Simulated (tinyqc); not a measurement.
ROHF in the sto-3g basis, for H2O, spin multiplicity 3, step by step (part 1 of 2). Computed by tinyqc, a small Python program that keeps every step (integrals from PySCF). Settings: charge = 0, multiplicity = 3, basis = sto-3g, energy threshold = 1e-09, iteration cap = 52, orthogonalisation = symmetric, start = random, DIIS depth = 3, method = ROHF. Command: `OMP_NUM_THREADS=1 python tinyqc.py 28729 28730 out.jsonl` (the two numbers bound the seeds that draw the settings). One thread of a shared host (Intel(R) Xeon(R) Processor @ 2.60GHz), about 0.08 s of CPU time with the checks. Later iterations appear only in the table of the cycle.

## One-electron integrals

Geometry (angstrom):
```
atom        x         y        z
O     0.00000   0.00000  0.00000
H     0.00000   0.78100  0.72400
H     0.00000  -0.78100  0.72400
```

Basis sto-3g: exponents (1/bohr^2) and contraction coefficients of normalised primitives:
```
element  l (shell)   exponent  coefficient
O            s (1)  130.70932      0.15433
O            s (1)   23.80886      0.53533
O            s (1)    6.44361      0.44463
O            s (2)    5.03315     -0.09997
O            s (2)    1.16960      0.39951
O            s (2)    0.38039      0.70012
O            p (3)    5.03315      0.15592
O            p (3)    1.16960      0.60768
O            p (3)    0.38039      0.39196
H            s (1)    3.42525      0.15433
H            s (1)    0.62391      0.53533
H            s (1)    0.16886      0.44463
```

Overlap, kinetic and nuclear-attraction integrals over the contracted functions; the nuclear repulsion is the sum of Za Zb / Rab.

nuclear repulsion = 8.2891704 hartree

overlap S:
```
          1O 1s    1O 2s   1O 2px    1O 2py   1O 2pz    2H 1s     3H 1s
1O 1s   1.00000  0.23670  0.00000   0.00000  0.00000  0.04175   0.04175
1O 2s   0.23670  1.00000  0.00000   0.00000  0.00000  0.40691   0.40691
1O 2px  0.00000  0.00000  1.00000   0.00000  0.00000  0.00000   0.00000
1O 2py  0.00000  0.00000  0.00000   1.00000  0.00000  0.25962  -0.25962
1O 2pz  0.00000  0.00000  0.00000   0.00000  1.00000  0.24067   0.24067
2H 1s   0.04175  0.40691  0.00000   0.25962  0.24067  1.00000   0.23479
3H 1s   0.04175  0.40691  0.00000  -0.25962  0.24067  0.23479   1.00000
```

kinetic energy T (hartree):
```
           1O 1s     1O 2s   1O 2px    1O 2py   1O 2pz     2H 1s     3H 1s
1O 1s   29.00320  -0.16801  0.00000   0.00000  0.00000  -0.00766  -0.00766
1O 2s   -0.16801   0.80813  0.00000   0.00000  0.00000   0.08291   0.08291
1O 2px   0.00000   0.00000  2.52873   0.00000  0.00000   0.00000   0.00000
1O 2py   0.00000   0.00000  0.00000   2.52873  0.00000   0.15274  -0.15274
1O 2pz   0.00000   0.00000  0.00000   0.00000  2.52873   0.14159   0.14159
2H 1s   -0.00766   0.08291  0.00000   0.15274  0.14159   0.76003   0.00489
3H 1s   -0.00766   0.08291  0.00000  -0.15274  0.14159   0.00489   0.76003
```

nuclear attraction V (hartree):
```
            1O 1s      1O 2s    1O 2px     1O 2py    1O 2pz     2H 1s     3H 1s
1O 1s   -61.61225   -7.41832   0.00000    0.00000  -0.01705  -1.34171  -1.34171
1O 2s    -7.41832  -10.03918   0.00000    0.00000  -0.20693  -3.18703  -3.18703
1O 2px    0.00000    0.00000  -9.90096    0.00000   0.00000   0.00000   0.00000
1O 2py    0.00000    0.00000   0.00000  -10.00573   0.00000  -1.79094   1.79094
1O 2pz   -0.01705   -0.20693   0.00000    0.00000  -9.99099  -1.72542  -1.72542
2H 1s    -1.34171   -3.18703   0.00000   -1.79094  -1.72542  -5.44492  -1.38555
3H 1s    -1.34171   -3.18703   0.00000    1.79094  -1.72542  -1.38555  -5.44492
```

core Hamiltonian H = T + V (hartree):
```
            1O 1s     1O 2s    1O 2px    1O 2py    1O 2pz     2H 1s     3H 1s
1O 1s   -32.60905  -7.58633   0.00000   0.00000  -0.01705  -1.34937  -1.34937
1O 2s    -7.58633  -9.23106   0.00000   0.00000  -0.20693  -3.10412  -3.10412
1O 2px    0.00000   0.00000  -7.37223   0.00000   0.00000   0.00000   0.00000
1O 2py    0.00000   0.00000   0.00000  -7.47700   0.00000  -1.63820   1.63820
1O 2pz   -0.01705  -0.20693   0.00000   0.00000  -7.46226  -1.58383  -1.58383
2H 1s    -1.34937  -3.10412   0.00000  -1.63820  -1.58383  -4.68489  -1.38067
3H 1s    -1.34937  -3.10412   0.00000   1.63820  -1.58383  -1.38067  -4.68489
```

## Two-electron integrals

Functions are numbered as in S; the eight-fold symmetry (ij|kl) = (ji|kl) = (kl|ij) leaves the list below.

Two-electron integrals (ij|kl) in chemists' order, unique and non-zero (hartree):
```
(11|11) 4.78507    (21|11) 0.74138    (21|21) 0.13687    (22|11) 1.11895
(22|21) 0.25663    (22|22) 0.81721    (31|31) 0.02448    (32|31) 0.03781
(32|32) 0.18052    (33|11) 1.11581    (33|21) 0.25668    (33|22) 0.81702
(33|33) 0.88016    (41|41) 0.02448    (42|41) 0.03781    (42|42) 0.18052
(43|43) 0.04744    (44|11) 1.11581    (44|21) 0.25668    (44|22) 0.81702
(44|33) 0.78527    (44|44) 0.88016    (51|51) 0.02448    (52|51) 0.03781
(52|52) 0.18052    (53|53) 0.04744    (54|54) 0.04744    (55|11) 1.11581
(55|21) 0.25668    (55|22) 0.81702    (55|33) 0.78527    (55|44) 0.78527
(55|55) 0.88016    (61|11) 0.13249    (61|21) 0.02427    (61|22) 0.04524
(61|33) 0.04515    (61|41) 0.00082    (61|42) 0.00154    (61|44) 0.04530
(61|51) 0.00076    (61|52) 0.00143    (61|54) 0.00014    (61|55) 0.04528
(61|61) 0.00436    (62|11) 0.33384    (62|21) 0.07758    (62|22) 0.27490
(62|33) 0.27013    (62|41) 0.00428    (62|42) 0.03318    (62|44) 0.27767
(62|51) 0.00397    (62|52) 0.03075    (62|54) 0.00699    (62|55) 0.27661
(62|61) 0.01404    (62|62) 0.11608    (63|31) 0.00798    (63|32) 0.04694
(63|43) 0.00683    (63|53) 0.00633    (63|63) 0.01623    (64|11) 0.17991
(64|21) 0.04234    (64|22) 0.16016    (64|33) 0.15296    (64|41) 0.01002
(64|42) 0.06517    (64|44) 0.17080    (64|51) 0.00189    (64|52) 0.01689
(64|54) 0.01021    (64|55) 0.15655    (64|61) 0.00799    (64|62) 0.08216
(64|64) 0.07372    (65|11) 0.16678    (65|21) 0.03925    (65|22) 0.14847
(65|33) 0.14179    (65|41) 0.00189    (65|42) 0.01689    (65|44) 0.14567
(65|51) 0.00973    (65|52) 0.06260    (65|54) 0.01043    (65|55) 0.15779
(65|61) 0.00740    (65|62) 0.07617    (65|64) 0.05329    (65|65) 0.06563
(66|11) 0.48463    (66|21) 0.11444    (66|22) 0.46607    (66|33) 0.44749
(66|41) 0.00793    (66|42) 0.08554    (66|44) 0.47715    (66|51) 0.00735
(66|52) 0.07930    (66|54) 0.02750    (66|55) 0.47298    (66|61) 0.02087
(66|62) 0.25166    (66|64) 0.20328    (66|65) 0.18845    (66|66) 0.77461
(71|11) 0.13249    (71|21) 0.02427    (71|22) 0.04524    (71|33) 0.04515
(71|41) -0.00082   (71|42) -0.00154   (71|44) 0.04530    (71|51) 0.00076
(71|52) 0.00143    (71|54) -0.00014   (71|55) 0.04528    (71|61) 0.00430
(71|62) 0.01365    (71|64) 0.00711    (71|65) 0.00720    (71|66) 0.02012
(71|71) 0.00436    (72|11) 0.33384    (72|21) 0.07758    (72|22) 0.27490
(72|33) 0.27013    (72|41) -0.00428   (72|42) -0.03318   (72|44) 0.27767
(72|51) 0.00397    (72|52) 0.03075    (72|54) -0.00699   (72|55) 0.27661
(72|61) 0.01365    (72|62) 0.09538    (72|64) 0.04647    (72|65) 0.06098
(72|66) 0.17082    (72|71) 0.01404    (72|72) 0.11608    (73|31) 0.00798
(73|32) 0.04694    (73|43) -0.00683   (73|53) 0.00633    (73|63) 0.01294
(73|73) 0.01623    (74|11) -0.17991   (74|21) -0.04234   (74|22) -0.16016
(74|33) -0.15296   (74|41) 0.01002    (74|42) 0.06517    (74|44) -0.17080
(74|51) -0.00189   (74|52) -0.01689   (74|54) 0.01021    (74|55) -0.15655
(74|61) -0.00711   (74|62) -0.04647   (74|64) -0.01011   (74|65) -0.02907
(74|66) -0.07401   (74|71) -0.00799   (74|72) -0.08216   (74|74) 0.07372
(75|11) 0.16678    (75|21) 0.03925    (75|22) 0.14847    (75|33) 0.14179
(75|41) -0.00189   (75|42) -0.01689   (75|44) 0.14567    (75|51) 0.00973
(75|52) 0.06260    (75|54) -0.01043   (75|55) 0.15779    (75|61) 0.00720
(75|62) 0.06098    (75|64) 0.02907    (75|65) 0.05136    (75|66) 0.11969
(75|71) 0.00740    (75|72) 0.07617    (75|74) -0.05329   (75|75) 0.06563
(76|11) 0.13553    (76|21) 0.03183    (76|22) 0.12365    (76|33) 0.12044
(76|44) 0.12251    (76|51) 0.00246    (76|52) 0.02327    (76|55) 0.12785
(76|61) 0.00571    (76|62) 0.05332    (76|64) 0.03259    (76|65) 0.03933
(76|66) 0.12370    (76|71) 0.00571    (76|72) 0.05332    (76|74) -0.03259
(76|75) 0.03933    (76|76) 0.03087    (77|11) 0.48463    (77|21) 0.11444
(77|22) 0.46607    (77|33) 0.44749    (77|41) -0.00793   (77|42) -0.08554
(77|44) 0.47715    (77|51) 0.00735    (77|52) 0.07930    (77|54) -0.02750
(77|55) 0.47298    (77|61) 0.02012    (77|62) 0.17082    (77|64) 0.07401
(77|65) 0.11969    (77|66) 0.33334    (77|71) 0.02087    (77|72) 0.25166
(77|74) -0.20328   (77|75) 0.18845    (77|76) 0.12370    (77|77) 0.77461
```

## Orthogonalisation

S = U s U^T; symmetric (Loewdin) form X = U s^(-1/2) U^T, so that X^T S X = 1.

eigenvalues of S: 0.41278  0.49714  0.87842  1.00000  1.10892  1.26807  1.83468

X:
```
           1O 1s     1O 2s   1O 2px    1O 2py    1O 2pz     2H 1s     3H 1s
1O 1s    1.02374  -0.13799  0.00000   0.00000  -0.00881   0.01938   0.01938
1O 2s   -0.13799   1.17295  0.00000   0.00000   0.08735  -0.23408  -0.23408
1O 2px   0.00000   0.00000  1.00000   0.00000   0.00000   0.00000   0.00000
1O 2py   0.00000   0.00000  0.00000   1.07241   0.00000  -0.17857   0.17857
1O 2pz  -0.00881   0.08735  0.00000   0.00000   1.05052  -0.13588  -0.13588
2H 1s    0.01938  -0.23408  0.00000  -0.17857  -0.13588   1.14901  -0.08489
3H 1s    0.01938  -0.23408  0.00000   0.17857  -0.13588  -0.08489   1.14901
```

## Starting guess

The start is random orthonormal orbitals; D(s) = C_occ C_occ^T for each spin.

D(alpha) at the start:
```
           1O 1s     1O 2s    1O 2px    1O 2py    1O 2pz     2H 1s     3H 1s
1O 1s    0.90851  -0.16482  -0.12560  -0.34270   0.04800   0.24541  -0.12320
1O 2s   -0.16482   1.37437   0.11674   0.31854   0.18134  -0.69755  -0.35493
1O 2px  -0.12560   0.11674   0.90104  -0.27003   0.06588   0.13509  -0.15536
1O 2py  -0.34270   0.31854  -0.27003   0.47702   0.17976  -0.04323  -0.01209
1O 2pz   0.04800   0.18134   0.06588   0.17976   1.10438  -0.39789  -0.20454
2H 1s    0.24541  -0.69755   0.13509  -0.04323  -0.39789   1.24856   0.05873
3H 1s   -0.12320  -0.35493  -0.15536  -0.01209  -0.20454   0.05873   1.18905
```

D(beta) at the start:
```
           1O 1s     1O 2s    1O 2px    1O 2py    1O 2pz     2H 1s     3H 1s
1O 1s    0.67166  -0.41731  -0.03213  -0.26914  -0.00509   0.52303  -0.28877
1O 2s   -0.41731   0.81764   0.43066   0.27048   0.40794  -0.39307  -0.26389
1O 2px  -0.03213   0.43066   0.70448  -0.20481  -0.12420   0.01918  -0.28939
1O 2py  -0.26914   0.27048  -0.20481   0.39853   0.32082  -0.12571   0.15700
1O 2pz  -0.00509   0.40794  -0.12420   0.32082   0.81358  -0.34405  -0.50513
2H 1s    0.52303  -0.39307   0.01918  -0.12571  -0.34405   0.92289   0.24487
3H 1s   -0.28877  -0.26389  -0.28939   0.15700  -0.50513   0.24487   0.82441
```

## Iteration 1: building the Fock matrix

J_ij = sum D_kl (ij|kl) with D = D(alpha) + D(beta), K_ij = sum D_kl (ik|jl) for each spin; F = H + J - K(s); E = tr D H + tr D J / 2 - 0.5 sum_s tr D(s) K(s) + E_nn.

Coulomb J (hartree):
```
           1O 1s    1O 2s    1O 2px    1O 2py    1O 2pz    2H 1s     3H 1s
1O 1s   14.52571  2.81367   0.02904   0.01313   0.03645  0.50095   0.49922
1O 2s    2.81367  7.44113   0.15843   0.14802   0.26551  2.64562   2.57246
1O 2px   0.02904  0.15843   7.40882  -0.03688  -0.00921  0.03515   0.04418
1O 2py   0.01313  0.14802  -0.03688   7.41681   0.04440  1.60800  -1.47436
1O 2pz   0.03645  0.26551  -0.00921   0.04440   7.47889  1.54496   1.49400
2H 1s    0.50095  2.64562   0.03515   1.60800   1.54496  5.05406   1.24524
3H 1s    0.49922  2.57246   0.04418  -1.47436   1.49400  1.24524   4.83229
```

exchange K(alpha) (hartree):
```
           1O 1s     1O 2s    1O 2px    1O 2py    1O 2pz    2H 1s     3H 1s
1O 1s    4.34324   0.86002  -0.10991  -0.24836   0.07150  0.18292   0.17682
1O 2s    0.86002   1.30637   0.07304   0.14908  -0.00059  0.45519   0.45758
1O 2px  -0.10991   0.07304   1.06213  -0.17845   0.05186  0.03887   0.02922
1O 2py  -0.24836   0.14908  -0.17845   0.79371   0.10177  0.33277  -0.20502
1O 2pz   0.07150  -0.00059   0.05186   0.10177   1.14114  0.22864   0.24401
2H 1s    0.18292   0.45519   0.03887   0.33277   0.22864  0.82936   0.21255
3H 1s    0.17682   0.45758   0.02922  -0.20502   0.24401  0.21255   0.86154
```

exchange K(beta) (hartree):
```
           1O 1s    1O 2s    1O 2px    1O 2py    1O 2pz    2H 1s     3H 1s
1O 1s    2.79216  0.28438   0.07583  -0.08335   0.09604  0.17480  -0.03131
1O 2s    0.28438  0.74560   0.33446   0.22609   0.16596  0.41272   0.25189
1O 2px   0.07583  0.33446   0.77219  -0.12125  -0.14344  0.05402   0.01754
1O 2py  -0.08335  0.22609  -0.12125   0.48429   0.30288  0.28680   0.02161
1O 2pz   0.09604  0.16596  -0.14344   0.30288   0.68916  0.24332   0.05341
2H 1s    0.17480  0.41272   0.05402   0.28680   0.24332  0.69992   0.20685
3H 1s   -0.03131  0.25189   0.01754   0.02161   0.05341  0.20685   0.44183
```

F(alpha) (hartree):
```
            1O 1s     1O 2s    1O 2px    1O 2py    1O 2pz     2H 1s     3H 1s
1O 1s   -22.42659  -5.63268   0.13895   0.26150  -0.05210  -1.03134  -1.02697
1O 2s    -5.63268  -3.09629   0.08539  -0.00106   0.05917  -0.91369  -0.98923
1O 2px    0.13895   0.08539  -1.02554   0.14158  -0.06107  -0.00372   0.01496
1O 2py    0.26150  -0.00106   0.14158  -0.85390  -0.05737  -0.36297   0.36887
1O 2pz   -0.05210   0.05917  -0.06107  -0.05737  -1.12452  -0.26751  -0.33384
2H 1s    -1.03134  -0.91369  -0.00372  -0.36297  -0.26751  -0.46019  -0.34798
3H 1s    -1.02697  -0.98923   0.01496   0.36887  -0.33384  -0.34798  -0.71414
```

F(beta) (hartree):
```
            1O 1s     1O 2s    1O 2px    1O 2py    1O 2pz     2H 1s     3H 1s
1O 1s   -20.87551  -5.05704  -0.04679   0.09649  -0.07664  -1.02322  -0.81884
1O 2s    -5.05704  -2.53553  -0.17603  -0.07807  -0.10738  -0.87122  -0.78355
1O 2px   -0.04679  -0.17603  -0.73560   0.08437   0.13423  -0.01887   0.02664
1O 2py    0.09649  -0.07807   0.08437  -0.54447  -0.25847  -0.31700   0.14223
1O 2pz   -0.07664  -0.10738   0.13423  -0.25847  -0.67253  -0.28219  -0.14325
2H 1s    -1.02322  -0.87122  -0.01887  -0.31700  -0.28219  -0.33075  -0.34228
3H 1s    -0.81884  -0.78355   0.02664   0.14223  -0.14325  -0.34228  -0.29443
```

total energy of this density = -61.4755323 hartree

## Iteration 1: Roothaan effective Fock matrix

With projectors Pc = D(beta) S, Po = (D(alpha) - D(beta)) S, Pv = 1 - D(alpha) S, the block xy is Px^T F Py; with Fc = (F(alpha) + F(beta))/2, the blocks are Fc for cc, oo, vv and cv, F(beta) for co and F(alpha) for ov.

effective F (hartree):
```
            1O 1s     1O 2s    1O 2px    1O 2py    1O 2pz     2H 1s     3H 1s
1O 1s   -21.42115  -5.22659  -0.00514   0.09675  -0.02876  -0.97338  -0.86313
1O 2s    -5.22659  -2.78898  -0.06707  -0.05582  -0.00043  -0.79035  -0.90478
1O 2px   -0.00514  -0.06707  -0.85952   0.11777   0.03771  -0.06065   0.02519
1O 2py    0.09675  -0.05582   0.11777  -0.68856  -0.17507  -0.38037   0.27737
1O 2pz   -0.02876  -0.00043   0.03771  -0.17507  -0.89454  -0.31455  -0.22859
2H 1s    -0.97338  -0.79035  -0.06065  -0.38037  -0.31455  -0.48403  -0.27077
3H 1s    -0.86313  -0.90478   0.02519   0.27737  -0.22859  -0.27077  -0.57896
```

## Iteration 1: diagonalisation and new density

Diagonalise F' = X^T F X, C = X C', fill 6 alpha and 4 beta electrons from the bottom; D(s) = C_occ C_occ^T. Each column has its largest component positive (the first on a tie).

F' = X^T F X (hartree):
```
           1         2         3         4         5         6         7
1  -21.09028  -2.54296   0.00297   0.13650  -0.05578  -0.22396  -0.03044
2   -2.54296  -1.81281  -0.06637  -0.09646   0.08238  -0.21843  -0.39114
3    0.00297  -0.06637  -0.85952   0.14163   0.03862  -0.08238   0.06560
4    0.13650  -0.09646   0.14163  -0.55660  -0.17190  -0.29002   0.24368
5   -0.05578   0.08238   0.03862  -0.17190  -0.84037  -0.17415  -0.12308
6   -0.22396  -0.21843  -0.08238  -0.29002  -0.17415  -0.14989  -0.04565
7   -0.03044  -0.39114   0.06560   0.24368  -0.12308  -0.04565  -0.24346
```

orbital energies (hartree): MO1 -21.42415, MO2 -1.62755, MO3 -1.05247, MO4 -0.85327, MO5 -0.67274, MO6 -0.05199, MO7 0.12923

coefficients C:
```
             MO1       MO2       MO3       MO4       MO5       MO6       MO7
1O 1s    0.99763  -0.25020   0.00430   0.01404  -0.00471   0.09007   0.04101
1O 2s    0.01072   1.03020  -0.02739  -0.07714   0.06055  -0.64568  -0.15292
1O 2px   0.00034   0.06426  -0.41362   0.88206   0.13620  -0.01219   0.16749
1O 2py  -0.00757   0.09443   0.50243  -0.01000   0.59814   0.00390   0.77107
1O 2pz   0.00274   0.00415   0.70620   0.41331  -0.47267  -0.49783  -0.08610
2H 1s    0.00293  -0.08979   0.11482   0.18473   0.21269   0.86448  -0.76486
3H 1s   -0.00876   0.06895  -0.03362  -0.11098  -0.40642   0.71684   0.85769
```

D(alpha) after iteration 1:
```
           1O 1s     1O 2s    1O 2px    1O 2py    1O 2pz     2H 1s     3H 1s
1O 1s    1.06622  -0.30670  -0.00687  -0.03162  -0.03207   0.10534   0.03879
1O 2s   -0.30670   1.48870   0.02561   0.11791   0.24589  -0.65516  -0.40704
1O 2px  -0.00687   0.02561   0.97195  -0.12915   0.01442   0.12811  -0.14365
1O 2py  -0.03162   0.11791  -0.12915   0.61929   0.06639   0.17793  -0.24951
1O 2pz  -0.03207   0.24589   0.01442   0.06639   1.14082  -0.37382  -0.23412
2H 1s    0.10534  -0.65516   0.12811   0.17793  -0.37382   0.84794   0.50268
3H 1s    0.03879  -0.40704  -0.14365  -0.24951  -0.23412   0.50268   0.69732
```

D(beta) after iteration 1:
```
           1O 1s     1O 2s    1O 2px    1O 2py    1O 2pz     2H 1s     3H 1s
1O 1s    1.05809  -0.24826  -0.00513  -0.02916   0.01054   0.02848  -0.02769
1O 2s   -0.24826   1.06813   0.00949   0.08421  -0.04693  -0.10986   0.08042
1O 2px  -0.00513   0.00949   0.95325  -0.21057   0.07273   0.10968  -0.07956
1O 2py  -0.02916   0.08421  -0.21057   0.26151   0.35105   0.04734  -0.00921
1O 2pz   0.01054  -0.04693   0.07273   0.35105   0.66957   0.15707  -0.06935
2H 1s    0.02848  -0.10986   0.10968   0.04734   0.15707   0.05538  -0.03058
3H 1s   -0.02769   0.08042  -0.07956  -0.00921  -0.06935  -0.03058   0.01828
```
